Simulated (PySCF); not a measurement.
# C5H10O (diethyl ketone): the cost of one run

Programs: PySCF 2.14.0, with density-fitted response routines of our own. Each step states its level of theory. These are calculated values for one molecule in the gas phase, unless marked as measured. Atoms are numbered from 0 throughout.

### Step 1. The molecule as given

16 atoms, charge 0, multiplicity 1; geometry from: MMFF94s. The atoms were then displaced at random by about 0.03 Å, so the start is not that level's minimum.

Bonds of the start (Å): C0–C1 1.61, C1–C2 1.54, C2–O3 1.27, C2–C4 1.47, C4–C5 1.54, C0–H6 1.08, C0–H7 1.14, C0–H8 1.04, C1–H9 1.07, C1–H10 1.08, C4–H11 1.09, C4–H12 1.07, C5–H13 1.11, C5–H14 1.07, C5–H15 1.09.

### Step 2. Relaxing the molecule at PBE0-D3(BJ)/def2-SVP

What the job is given:

```
{"job": {"xc": "PBE0", "basis": "def2-SVP", "d3": "d3bj", "grid": 1, "shake": 0.03, "kind": "geom"}, "charge": 0, "multiplicity": 1}
C      2.587150    -0.429520     0.226810
C      1.185160    -0.109880    -0.489540
C     -0.028960    -0.039040     0.458270
O      0.273790    -0.169760     1.686800
C     -1.335190     0.202580    -0.179790
C     -2.460400     0.288960     0.865960
H      3.368890    -0.397640    -0.515110
H      2.796940     0.456190     0.920420
H      2.501430    -1.287790     0.814580
H      0.998610    -0.905450    -1.172630
H      1.225070     0.846480    -0.996190
H     -1.261680     1.177130    -0.667380
H     -1.608890    -0.548360    -0.896310
H     -3.456870     0.467510     0.398770
H     -2.293770     1.042010     1.602680
H     -2.525630    -0.627370     1.445270
```

On the command line:

```bash
> OMP_NUM_THREADS=1 python probes_run.py task.json out
```

The driver reads the jobs from task.json and runs them one after another.

Q: Estimate the wall time and peak memory of this first job on 1 thread of Intel Xeon Platinum 8175M at 2.50GHz, shared host.

About 1.8 min, with a peak of 0.52 GiB.
